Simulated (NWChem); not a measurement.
Lowest excitation of isobutene (C4H8)

SMILES: C=C(C)C
```xyz
12

C     -1.2771     0.0000    -0.6812
C      0.0000     0.0000     0.1208
C      1.2771     0.0000    -0.6812
C      0.0000     0.0000     1.4702
H     -1.3299    -0.8886    -1.3479
H     -1.3299     0.8886    -1.3479
H     -2.1762     0.0000    -0.0350
H      1.3299    -0.8886    -1.3479
H      2.1762     0.0000    -0.0350
H      1.3299     0.8886    -1.3479
H      0.9401     0.0000     2.0449
H     -0.9401     0.0000     2.0449
```
Charge 0, spin multiplicity 1.

Everything below was run with NWChem. The geometry was optimised at PBE/def2-SVP, a minimum by its harmonic frequencies.

Basis set: 6-31+G*.

| method | lowest vertical singlet excitation energy (eV) | relative cost | difference from EOM-CCSD |
|---|---|---|---|
| TD-BHandHLYP | 6.60 | 6 | -0.24 |
| EOM-CCSD | 6.84 | 4 | 0.00 |
| TD-B3LYP | 6.11 | 6 | -0.73 |
| CIS | 7.11 | 1 | +0.27 |
| TD-PBE | 5.79 | 4 | -1.05 |

The values span 1.32 eV, from TD-PBE (lowest) to CIS (highest). Costs are rough ratios of processor time within this set of runs, SCF included, with CIS as 1.

The correlated methods keep 4 core orbitals frozen. B3LYP has NWChem's definition, with VWN1-RPA local correlation. The Pople sets run with spherical d functions. Differences from the coupled-cluster row are differences between methods, not errors against experiment.
